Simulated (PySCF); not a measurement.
# UB2PLYP/STO-3G run of AlO (oxoaluminum)

Aim: the energy change on altering one bond length of AlO (oxoaluminum) at UB2PLYP/STO-3G, from 2 runs. 

The calculation is run with PySCF 2.14.0.

17 further runs of the same task are left out: 7 that didn't finish, 10 set aside as unsound or not needed.

## 1. The system as given

The species is AlO (2 atoms), meant as a doublet with charge 0. SMILES: `[O]=[Al]`. The shape is that of a PBE0-D4/def2-TZVP optimisation.

Bond lengths: O1–Al2 1.620 Å.

## 2. The energy at UB2PLYP/STO-3G

Input file input.py:

```python
from pyscf import gto, dft, mp

system = gto.M(
    atom='O 0.000000 -0.000000 -0.024920; Al -0.000000 0.000000 1.594970',
    basis='sto-3g',
    max_memory=1860,
    verbose=4,
    spin=1,
)

mf = dft.UKS(system, xc='0.53*HF + 0.47*B88, 0.73*LYP')
mf.conv_tol = 1e-10
mf.grids.level = 5
mf.kernel()
if not mf.converged:
    mf = mf.newton().run(mf.mo_coeff, mf.mo_occ)

pt = mp.MP2(mf, frozen=6).run()
e_tot = mf.e_tot + 0.27 * pt.e_corr
print('PT2 part  %.8f' % (0.27 * pt.e_corr))
print('E = %.10f Eh' % e_tot)
```

Run with:

```
OMP_NUM_THREADS=1 python input.py
```

What it wrote:

```text
PySCF version 2.14.0

[INPUT] num. atoms = 2
[INPUT] num. electrons = 21
[INPUT] charge = 0
[INPUT] spin (= nelec alpha-beta = 2S) = 1
[INPUT] symmetry False subgroup None
[INPUT] Mole.unit = angstrom
[INPUT] Symbol           X                Y                Z      unit          X                Y                Z       unit  Magmom
[INPUT]  1 O      0.000000000000   0.000000000000  -0.024920000000 AA    0.000000000000   0.000000000000  -0.047091975024 Bohr   0.0
[INPUT]  2 Al     0.000000000000   0.000000000000   1.594970000000 AA    0.000000000000   0.000000000000   3.014056476898 Bohr   0.0

nuclear repulsion = 33.9741772192433
number of shells = 8
number of NR pGTOs = 42
number of NR cGTOs = 14
basis = sto-3g
ecp = {}

******** <class 'pyscf.dft.uks.UKS'> ********
method = UKS
initial guess = minao
damping factor = 0
level_shift factor = 0
DIIS = <class 'pyscf.scf.diis.CDIIS'>
diis_start_cycle = 1
diis_space = 8
diis_damp = 0
SCF conv_tol = 1e-10
SCF conv_tol_grad = None
SCF max_cycles = 50
direct_scf = True
direct_scf_tol = 1e-13
number electrons alpha = 11  beta = 10
XC library pyscf.dft.libxc version 7.0.0
    S. Lehtola, C. Steigemann, M. J.T. Oliveira, and M. A.L. Marques.,  SoftwareX 7, 1–5 (2018)
XC functionals = 0.53*HF + 0.47*B88, 0.73*LYP
    A. D. Becke.,  Phys. Rev. A 38, 3098 (1988)
    C. Lee, W. Yang, and R. G. Parr.,  Phys. Rev. B 37, 785 (1988)
    B. Miehlich, A. Savin, H. Stoll, and H. Preuss.,  Chem. Phys. Lett. 157, 200 (1989)
radial grids:
    Treutler-Ahlrichs [JCP 102, 346 (1995); DOI:10.1063/1.469408] (M4) radial grids

becke partition: Becke, JCP 88, 2547 (1988); DOI:10.1063/1.454033
pruning grids: <function nwchem_prune>
grids dens level: 5
symmetrized grids: False
atomic radii adjust function: <function treutler_atomic_radii_adjust>
small_rho_cutoff = 0
Set gradient conv threshold to 1e-05
tot grids = 86032
init E= -313.078774240171
[... the frontier-level lines of each cycle are left out ...]


cycle= 1 E= -312.958398160475  delta_E= 0.12  |g|= 0.549  |ddm|= 1.53
cycle= 2 E= -309.390856961797  delta_E= 3.57  |g|= 2.25  |ddm|= 3.13
cycle= 3 E= -313.285895559624  delta_E= -3.9  |g|= 0.256  |ddm|= 2.24
cycle= 4 E= -313.317946215101  delta_E= -0.0321  |g|= 0.146  |ddm|= 0.217
cycle= 5 E= -313.335194657605  delta_E= -0.0172  |g|= 0.0253  |ddm|= 0.236
cycle= 6 E= -313.336398469977  delta_E= -0.0012  |g|= 0.00912  |ddm|= 0.0858
cycle= 7 E= -313.33676172287  delta_E= -0.000363  |g|= 0.00197  |ddm|= 0.0841
cycle= 8 E= -313.336765814225  delta_E= -4.09e-06  |g|= 0.000176  |ddm|= 0.00594
cycle= 9 E= -313.336765841209  delta_E= -2.7e-08  |g|= 2.29e-05  |ddm|= 0.000388
cycle= 10 E= -313.336765841897  delta_E= -6.88e-10  |g|= 1.85e-05  |ddm|= 0.000166
cycle= 11 E= -313.336765842437  delta_E= -5.4e-10  |g|= 2.06e-06  |ddm|= 9.02e-05
cycle= 12 E= -313.336765842459  delta_E= -2.22e-11  |g|= 4.87e-07  |ddm|= 1.67e-05
Extra cycle  E= -313.33676584246  delta_E= -1.14e-13  |g|= 4.53e-07  |ddm|= 1.6e-06
converged SCF energy = -313.33676584246  <S^2> = 0.76633768  2S+1 = 2.0162715

******** <class 'pyscf.mp.ump2.UMP2'> ********
nocc = (np.int64(5), np.int64(4)), nmo = (8, 8)
frozen orbitals 6
E(UMP2) = -313.45266446345  E_corr = -0.115898620990407
E(SCS-UMP2) = -313.447604264897  E_corr = -0.110838422436962
E_corr(same-spin) = -0.0325845262517616
E_corr(oppo-spin) = -0.0833140947386456
PT2 part  -0.03129263
E = -313.3680584701 Eh
```

It took 2 s on 1 thread of Arm Neoverse V2, shared host; peak memory 0.17 GiB.

## 3. The distorted shape at the same level

Input file run.py:

```python
from pyscf import gto, dft, mp

mol = gto.M(
    atom='''
O      0.000000     0.000000    -1.577600
Al     0.000000     0.000000     3.014056
''',
    basis='sto-3g',
    max_memory=1860,
    verbose=3,
    charge=0,
    spin=1,
    unit='bohr',
)

myscf = dft.UKS(mol)
myscf.xc = '0.53*HF + 0.47*B88, 0.73*LYP'
myscf.grids.level = 5
myscf.conv_tol = 1e-10
myscf.kernel()
if not myscf.converged:
    myscf = myscf.newton().run(myscf.mo_coeff, myscf.mo_occ)

pt = mp.MP2(myscf, frozen=6).run()
etot = myscf.e_tot + 0.27 * pt.e_corr
print('PT2 part  %.8f' % (0.27 * pt.e_corr))
print(f'total energy: {etot:.8f} hartree')
```

Run with:

```
OMP_NUM_THREADS=1 python run.py
```

What it wrote:

```text
converged SCF energy = -313.182077194078  <S^2> = 0.87999744  2S+1 = 2.1260268
E(UMP2) = -313.296427653582  E_corr = -0.114350459503913
E(SCS-UMP2) = -313.291746668099  E_corr = -0.109669474021044
PT2 part  -0.03087462
total energy: -313.21295182 hartree
```

Wall time 2.9 s (1 thread of Arm Neoverse V2, shared host); peak memory 0.17 GiB.

## 4. Summary of results

At UB2PLYP/STO-3G, 6 core orbitals frozen:

```
                                                                 quantity          value
                                                first shape: total energy  -313.36806 Eh
                                    first shape: dipole moment (SCF part)         2.31 D
    first shape: HOMO energy (SCF part's orbitals) (highest over α and β)       -3.84 eV
     first shape: LUMO energy (SCF part's orbitals) (lowest over α and β)        3.98 eV
                                                        first shape: ⟨S²⟩          0.766
                                            distorted shape: total energy  -313.21295 Eh
                                distorted shape: dipole moment (SCF part)         4.93 D
distorted shape: HOMO energy (SCF part's orbitals) (highest over α and β)        0.88 eV
 distorted shape: LUMO energy (SCF part's orbitals) (lowest over α and β)        5.55 eV
                                                    distorted shape: ⟨S²⟩          0.880
       energy change with the O1–Al2 bond stretched from 1.620 to 2.430 Å       4.221 eV
```

**Reading.** With the O1–Al2 bond stretched from 1.620 to 2.430 Å the energy rises by 4.22 eV (407 kJ/mol). The first shape isn't relaxed at this level, so the change isn't measured from a minimum. The minimal basis adds a large error of its own. ⟨S²⟩ (distorted shape) is 0.88 where a pure doublet has 0.75: the reference is spin-contaminated.
